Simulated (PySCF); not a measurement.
## Bond length, frequency and bond energy of SiCl by level of theory

State: ²Π (doublet), unpaired electrons π ↑. Set-up: PySCF, no relativity, basis sets Si pcseg-1, Cl pcseg-1. De refers to Si + Cl in their high-spin ground configurations, without counterpoise correction. The functionals are run spin-unrestricted. A positive dipole means Si(−)Cl(+).

```
      Level  Re (Å)  ωe (cm⁻¹)  De (eV)  μ (D)
        UHF   2.098        518     2.85  -1.66
    UHF-MP2   2.090        526     3.92    n/a
UHF-SCS-MP2   2.096        519     3.81    n/a
   UHF-CCSD   2.096        521     3.72    n/a
UHF-CCSD(T)   2.098        518     3.81    n/a
        PBE   2.111        499     4.40  -1.04
       TPSS   2.108        500     4.29  -1.07
     r²SCAN   2.095        513     4.31  -1.01
      M06-L   2.089        518     4.44  -1.13
      TPSSh   2.100        509     4.23  -1.12
       PBE0   2.090        520     4.24  -1.16
```

(1) Which functional lies closest to UHF-CCSD(T) in De, which farthest, and by how much do they differ from it?

(2) What does the step from GGA to meta-GGA do here, going from PBE to r²SCAN?

(3) What does all correlation do here, going from UHF to UHF-CCSD(T)?

Correlated steps freeze 10 core orbitals. Correlated levels converge slowly with the basis: in double zeta they bind strong bonds too weakly, by up to about 1 eV, and carry superposition errors of some tenths. The state is the lowest determinant that a PBE0 search found; another state may lie lower at other levels.

Answers

(1) Closest is TPSSh (+0.2 pm in Re, -1.7 % in ωe, +0.42 eV in De against UHF-CCSD(T) in the same basis), farthest M06-L (-0.9 pm in Re, +0.0 % in ωe, +0.63 eV in De). CCSD(T) converges more slowly with the basis than the functionals do and binds too weakly in this one, so the order can change at the basis-set limit.

(2) r²SCAN less PBE: -1.6 pm in Re, +2.8 % in ωe, -0.09 eV in De. 

(3) UHF-CCSD(T) less UHF: +0.0 pm in Re, +0.0 % in ωe, +0.96 eV in De. Correlation nearly always deepens the well. The bond length hardly moves.
